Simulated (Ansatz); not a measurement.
## CHAlN, doublet in cc-pVDZ: errors against UCCSDT(Q)

Geometry: a PBE0/def2-TZVP stationary point for this spin, not checked as a minimum.

```xyz
4

Al    0.0000    0.1053    1.0070
C     0.0000    0.4854   -1.1199
N     0.0000   -0.6969   -0.8328
H     0.0000    1.0823   -2.0381
```

Basis cc-pVDZ; Ansatz 0.2.0. Correlated methods freeze the noble-gas cores, which leaves 13 electrons in 44 orbitals. R marks a restricted (for open shells ROHF) determinant, U an unrestricted one. Active spaces: frontier = (9e, 9o) about the gap.

Full CI isn't at hand for all of this; UCCSDT(Q) serves as the reference, and is uncertain by about the last step of the cluster series. The frozen core follows each run's orbitals, which can shift R against U totals by a few meV.

For open shells CISD is restricted-active-space CI with the open shells as a complete middle space.

```
UHF ⟨S²⟩                          : 0.770
T1 diagnostic (RCCSD)             : 0.0207
largest doubles amplitude (RCCSD) : 0.099
T1 diagnostic (UCCSD)             : 0.0230
```

```json
{"level": "RHF", "E − E(UCCSDT(Q)) (mEh)": "369.42", "share of correlation (%)": "0.00", "wall time": "–"}
{"level": "UHF", "E − E(UCCSDT(Q)) (mEh)": "363.82", "share of correlation (%)": "1.52", "wall time": "–"}
{"level": "RMP2", "E − E(UCCSDT(Q)) (mEh)": "37.26", "share of correlation (%)": "89.91", "wall time": "–"}
{"level": "UMP2", "E − E(UCCSDT(Q)) (mEh)": "41.64", "share of correlation (%)": "88.73", "wall time": "–"}
{"level": "CISD", "E − E(UCCSDT(Q)) (mEh)": "54.88", "share of correlation (%)": "85.14", "wall time": "3 s"}
{"level": "RCCSD", "E − E(UCCSDT(Q)) (mEh)": "17.39", "share of correlation (%)": "95.29", "wall time": "–"}
{"level": "UCCSD", "E − E(UCCSDT(Q)) (mEh)": "17.04", "share of correlation (%)": "95.39", "wall time": "–"}
{"level": "RCCSD(T)", "E − E(UCCSDT(Q)) (mEh)": "2.23", "share of correlation (%)": "99.40", "wall time": "3.5 s"}
{"level": "UCCSD(T)", "E − E(UCCSDT(Q)) (mEh)": "2.31", "share of correlation (%)": "99.38", "wall time": "3.9 s"}
{"level": "BCCD(T)", "E − E(UCCSDT(Q)) (mEh)": "2.18", "share of correlation (%)": "99.41", "wall time": "3.8 s"}
{"level": "RCCSDT", "E − E(UCCSDT(Q)) (mEh)": "1.65", "share of correlation (%)": "99.55", "wall time": "–"}
{"level": "UCCSDT", "E − E(UCCSDT(Q)) (mEh)": "1.60", "share of correlation (%)": "99.57", "wall time": "–"}
{"level": "RCCSDT(Q)", "E − E(UCCSDT(Q)) (mEh)": "0.04", "share of correlation (%)": "99.99", "wall time": "52 s"}
{"level": "CASSCF (frontier space)", "E − E(UCCSDT(Q)) (mEh)": "240.21", "share of correlation (%)": "34.98", "wall time": "–"}
{"level": "MRCISD (frontier space)", "E − E(UCCSDT(Q)) (mEh)": "26.18", "share of correlation (%)": "92.91", "wall time": "–"}
{"level": "MRCISD+Q (frontier space)", "E − E(UCCSDT(Q)) (mEh)": "3.98", "share of correlation (%)": "98.92", "wall time": "14 s"}
```

The correlation energy at UCCSDT(Q), counted from RHF, is -10.052 eV. That run took 46 s on 1 thread of Arm Neoverse V2, shared host.

Times hold each run's SCF and search for its determinant on a shared host, so for small cases they say little of a method's own cost; they ran on 1 thread of Arm Neoverse V2.

Atomization energy (electronic, same basis, no zero-point term; atoms at the same level, unrestricted beside the R rows where the molecule is a closed shell, with restricted open-shell steps beyond CCSDT(Q)) at UCCSDT(Q): 1229.6 kJ/mol. Errors of other levels:

```csv
level,error (kJ/mol)
RHF,-392.2
UHF,-404.3
RMP2,53.5
UMP2,39.7
CISD,-132.1
RCCSD,-36.7
UCCSD,-36.6
RCCSD(T),-3.2
UCCSD(T),-3.8
BCCD(T),-3.1
RCCSDT,-3.9
UCCSDT,-4.1
RCCSDT(Q),0.2
```

This basis is far from its limit, so the value isn't to be set against a measured one. Truncated CI isn't size-consistent, which counts against it in atomization.
